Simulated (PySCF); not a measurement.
# How exact exchange moves a shielding

Molecule: 2-propanimine (CC(C)=N, C$_{3}$H$_{7}$N).

Molfile (atoms numbered from 1):
```
C3H7N
     RDKit          3D

 11 10  0  0  0  0  0  0  0  0999 V2000
    1.3000   -0.5317   -0.1024 C   0  0  0  0  0  0  0  0  0  0  0  0
    0.1385    0.4084    0.0511 C   0  0  0  0  0  0  0  0  0  0  0  0
   -1.2275   -0.2255    0.0119 C   0  0  0  0  0  0  0  0  0  0  0  0
    0.3657    1.6508    0.2021 N   0  0  0  0  0  0  0  0  0  0  0  0
    1.2349   -1.0821   -1.0552 H   0  0  0  0  0  0  0  0  0  0  0  0
    1.3002   -1.2855    0.7019 H   0  0  0  0  0  0  0  0  0  0  0  0
    2.2403    0.0324   -0.0711 H   0  0  0  0  0  0  0  0  0  0  0  0
   -2.0253    0.5209    0.1344 H   0  0  0  0  0  0  0  0  0  0  0  0
   -1.3824   -0.7531   -0.9434 H   0  0  0  0  0  0  0  0  0  0  0  0
   -1.3268   -0.9816    0.8079 H   0  0  0  0  0  0  0  0  0  0  0  0
   -0.5195    2.1615    0.2937 H   0  0  0  0  0  0  0  0  0  0  0  0
  1  2  1  0
  2  3  1  0
  2  4  2  3
  1  5  1  0
  1  6  1  0
  1  7  1  0
  3  8  1  0
  3  9  1  0
  3 10  1  0
  4 11  1  0
M  END
```

GIAO shieldings (ppm, equivalent atoms averaged) in PySCF on the PBE0-D3(BJ)/def2-SVP geometry, basis pcSseg-2, gas phase, non-relativistic:

| functional | exact exchange (%) | σ(C3) | σ(C1) |
| --- | --- | --- | --- |
| BLYP | 0 | 141.8 | 146.0 |
| BP86 | 0 | 145.8 | 150.1 |
| PBE | 0 | 146.2 | 150.5 |
| PBE0 | 25 | 151.5 | 155.5 |
| mPW1PW91 | 25 | 150.9 | 154.8 |
| BHandHLYP | 50 | 152.5 | 156.1 |
| HF | 100 | 161.6 | 164.6 |

Problem. Fit each shielding as a line in the percentage of exact exchange.

Solution. σ(C3) = 145.3 + 0.17 x (rms 1.7 ppm); σ(C1) = 149.6 + 0.15 x (rms 1.8 ppm). The functionals also differ in their semilocal parts, which the line can't hold; Hartree–Fock has no correlation at all.

Problem. What does the line predict for B3LYP (20 %), and what does the run give?

Solution. σ(C3): 148.7 predicted, 146.5 computed; σ(C1): 152.6 predicted, 150.4 computed ppm.
